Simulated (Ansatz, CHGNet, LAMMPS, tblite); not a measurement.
How well does each level of theory give the equilibrium volume per atom of wurtzite GaN?

Reference value: 11.42 Å³/atom (measured, 300 K, not corrected to a static lattice; as tabulated in Wikipedia's data pages).

| level (code) | value (Å³/atom) | difference (%) |
|---|---|---|
| Stillinger–Weber GaN.sw (LAMMPS) | 11.48 | +0.5 |
| GFN1-xTB (tblite) | 12.90 | +13.0 |
| CHGNet-r²SCAN | 11.42 | 0.0 |
| LDA (Ansatz) | 11.05 | -3.2 |
| PBE (Ansatz) | 11.76 | +3.0 |
| rVV10 (Ansatz) | 11.94 | +4.6 |
| HSE06 (Ansatz) | 11.37 | -0.4 |

The reference is not for a static lattice or low temperature, so close values are not ranked against it. Off by more than 3.8 %, or 5.2 % on the side where a correction would as a rule narrow the miss (bounds picked here): GFN1-xTB (+13.0 %), rVV10 (+4.6 %).

The measured value isn't corrected to a static lattice, so vibrations enter the comparison. A static lattice is as a rule a little smaller than the measured one.  GFN1-xTB: the method was fitted mainly to molecules. GFN1-xTB: the run uses a supercell at the zone centre in place of a k mesh. Cutoffs and k meshes differ between the levels. Ansatz's density-functional and Hartree–Fock values are scalar-relativistic unless marked +SOC, with PAW data made under PBE.

Empirical potentials (Stillinger–Weber GaN.sw) are fitted to chosen data: where that held the value shown, agreement is built in, and what lay outside the fit can be far off. Machine-learned potentials (CHGNet-r²SCAN) are trained on DFT data: a solid inside that data is no test of them.

Differences are worked out from the printed values.

Ansatz is a program for electronic structure.
